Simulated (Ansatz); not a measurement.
This Ansatz (a quantum-chemistry and plane-wave program) input (MP2/def2-QZVPPD) gives -330.05474 Eh with 304 basis functions. A basis named .json is the Basis Set Exchange file of that set (core-valence sets with the plain set on hydrogen).

Ansatz 0.2 input:
```yaml
crystal:
  periodic: [false, false, false]
  atoms:
    - {symbol: C, position_ang: [-0.01423719, -0.06952151, -1.23419539]}
    - {symbol: Si, position_ang: [0.00834037, 0.17010305, 0.73186645]}
    - {symbol: H, position_ang: [-0.01728263, -1.11287275, -1.56859470]}
    - {symbol: H, position_ang: [-0.89893486, 0.41944684, -1.65979309]}
    - {symbol: H, position_ang: [0.85959133, 0.42084071, -1.68015728]}
    - {symbol: H, position_ang: [-1.11421076, -0.84675739, 1.04684283]}
    - {symbol: H, position_ang: [1.13949487, -0.84497103, 1.02074434]}
basis:
  gaussian:
    orbitals: def2-QZVPPD.json
total_charge: -1
magnetization: {spin_polarized: false}
correlation: {method: mp2, electrons: outside_noble_gas}
```

Change:
```diff
- orbitals: def2-QZVPPD.json
+ orbitals: pcseg-3.json
```

What does the run give now?

-330.04450 Eh (MP2/pcseg-3, 289 functions), a change of +10.24 mEh.
